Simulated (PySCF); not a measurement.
Level of theory: PBE-D3(BJ)/def2-TZVP // PBE0-D4/def2-TZVP run with PySCF. All species are isolated molecules in the gas phase. 

Reference species (SMILES): `C[CH2]` (neutral, multiplicity 2).

The highest occupied spin orbital comes out as -4.54 eV.

Changed species: `[C-]#[N+]` (radical fragment; the reference has radical fragment).

Give the shifts of the highest occupied spin orbital.

the highest occupied spin orbital decreases by 4.88 eV, to -9.42 eV.
